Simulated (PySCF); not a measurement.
Electric field gradients and quadrupole coupling constants

Species: C4H4FN.
Cartesian coordinates in Å at the PBE0-D3(BJ)/def2-SVP level; atoms count from 1:
```
atom  x, y, z in Å
N1    -2.7436   -0.3792   -0.0696
C2    -1.8432    0.4881   -0.3120
C3    -0.4279    0.3145   -0.1595
C4     0.7716    0.1705   -0.0305
C5     2.2073   -0.0116    0.1269
F6     2.9065    1.1236   -0.1770
H7    -2.3142   -1.2504    0.2614
H8    -2.1600    1.4794   -0.6766
H9     2.4305   -0.3006    1.1693
H10    2.5492   -0.8300   -0.5315
```

Field gradients from the PBE0/pcSseg-1 density (PySCF, non-relativistic), principal values in atomic units, ordered |Vxx| ≤ |Vyy| ≤ |Vzz|:

```json
{"atom": "N1", "Vxx": "0.2651", "Vyy": "0.7255", "Vzz": "-0.9906"}
```

Find the asymmetry η = (Vxx − Vyy)/Vzz and the couplings χ = eQV/h (234.96 MHz × Q in barn × V in au), with Q(14N) = 0.02044 b.

| atom | environment | nucleus | η | χzz (MHz) | χxx (MHz) | χyy (MHz) |
| --- | --- | --- | --- | --- | --- | --- |
| N1 | imine nitrogen | 14N | 0.46 | -4.757 | 1.273 | 3.484 |

What is Vzz at N1 in SI units (1 au = 9.71736 × 10²¹ V/m²)?

-0.9906 au = -9.626 × 10²¹ V/m².

And the gradient at the other heavy atoms, for which no coupling is worked out here?

```tsv
atom	environment	Vzz (au)	η
C2	imine carbon	0.335	0.77
C3	alkyne carbon	-0.278	0.61
C4	alkyne carbon	-0.280	0.60
C5	sp3 C–F carbon	0.470	0.43
F6	alkyl fluorine	3.250	0.04
```

What couplings would deuterons (Q(2H) = 0.00286 b) have in place of the hydrogens, at this geometry?

| atom | bonded to | bond length (Å) | Vzz (au) | η | χzz (kHz) |
| --- | --- | --- | --- | --- | --- |
| H7 | N1 | 1.026 | 0.3630 | 0.01 | 244 |
| H8 | C2 | 1.103 | 0.2799 | 0.05 | 188 |
| H9 | C5 | 1.105 | 0.2692 | 0.07 | 181 |
| H10 | C5 | 1.105 | 0.2690 | 0.07 | 181 |

Geometry: PBE0-D3(BJ)/def2-SVP; no solvent, vibrations or thermal averaging. The small basis limits the accuracy of the gradients.
